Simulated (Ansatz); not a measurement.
## How an unstable LiSi2 structure lowers its energy

Theory: DFT PBE, scalar-relativistic, plane waves, PAW (Ansatz). Settings: cutoff 420 eV, Γ-centred meshes no coarser than 0.19 Å⁻¹ for metals and 0.3 Å⁻¹ for insulators (2π included), Gaussian smearing.

The start was the marcasite type (Pnnm, No. 58), relaxed within its symmetry, which ended in Fm-3m (No. 225). A cell of 6 atoms (2 times the primitive one) was then disturbed at random, relaxed without symmetry and relaxed once more on a fine mesh. For metals, differences of a few meV/atom aren't resolved.

Before:

```
Li Si
1.0
     0.00000    2.81492    2.81492
     2.81492    0.00000    2.81492
     2.81492    2.81492    0.00000
Li Si
1 2
Cartesian
  0.0000 0.0000 0.0000
  1.4075 1.4075 1.4075
  4.2224 4.2224 4.2224
```

After:

```
Li Si
1.0
     1.89129    1.09193    4.44876
    -1.89129    1.09193    4.44876
     0.00000   -2.18387    4.44876
Li Si
1 2
Direct
  0.00000 0.00000 0.00000
  0.20011 0.20011 0.20011
  0.79989 0.79989 0.79989
```

**Question.** Is this a distortion of the same structure or a reconstruction, and what lowers the energy?

**Answer.** A distortion: the Li–Si network is kept, and Fm-3m (No. 225) becomes R-3m (No. 166). Si–Si bonds form, at 2.36 Å where the closest pair was 2.81 Å apart.

**Question.** What does it gain?

**Answer.** 293 meV/atom, with the volume going from 14.87 to 18.37 Å³/atom. Against the elements the energy goes from 0.26 to -0.03 eV/atom.

Cost: 4 runs of about 7.3 core-minutes in all, on Arm Neoverse V1 (shared hosts).